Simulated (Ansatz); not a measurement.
Born–Oppenheimer molecular dynamics of H6SSi (8 atoms, charge 0, multiplicity 1). It starts at the highest image of a converged band. Of that band: Beside the main top the profile has a ripple of under 15 meV (maxima at images 2, 5), which may be a very shallow well or noise. Neighbouring images differ by up to 2.2 eV, so the band resolves the path poorly. A vibrational analysis at the climbing image gives one clearly imaginary mode, 1188i cm⁻¹: a first-order saddle point.

These are results of RKS r2SCAN/def2-TZVP (Ansatz 0.2.0), not measurements.

```json
{"ensemble": "NVE (velocity Verlet)", "time step": "0.5 fs", "steps asked": "200", "starting velocities drawn for": "300 K", "seed": "5707"}
```

First frame:

```xyz
8
Properties=species:S:1:pos:R:3
Si -0.209 0.001 -0.116
H -0.154 0.169 1.577
H 1.199 -0.470 0.081
H -0.224 1.438 -0.451
H -0.660 -0.880 -1.229
S -2.605 0.013 0.679
H -2.578 -1.304 0.951
H -1.142 0.161 1.500
```

Problem. How far do the bonds stretch over the last three quarters of this one trajectory? (Pairs bonded in most of those frames.)

Solution. 
```tsv
bond	mean (Å)	spread (Å)	shortest	longest
Si1–H3	1.493	0.019	1.45	1.53
Si1–H4	1.491	0.058	1.41	1.57
Si1–H5	1.492	0.021	1.45	1.53
Si1–S6	2.205	0.146	1.97	2.40
H2–H8	0.744	0.010	0.73	0.76
S6–H7	1.349	0.031	1.30	1.40
```

Mean temperature of the second half: 2619 K. The conserved energy stayed within 0.18 meV per atom of its start (net change 0.079 meV per atom), so the integration is sound. The kinetic energy rose, since the run started high on the potential surface and went downhill. It ends in pieces (H2 + H4SSi), so much of that is their flight and rotation, not heat. A run of 0.1 ps of so small a system gives no equilibrium averages. The orbitals stay closed-shell, which can raise the energy where a bond breaks towards radicals; this wasn't checked here.

Run time: 3.9 min on 4 threads of Arm Neoverse V1, with other jobs on the host, peak memory 0.19 GiB.
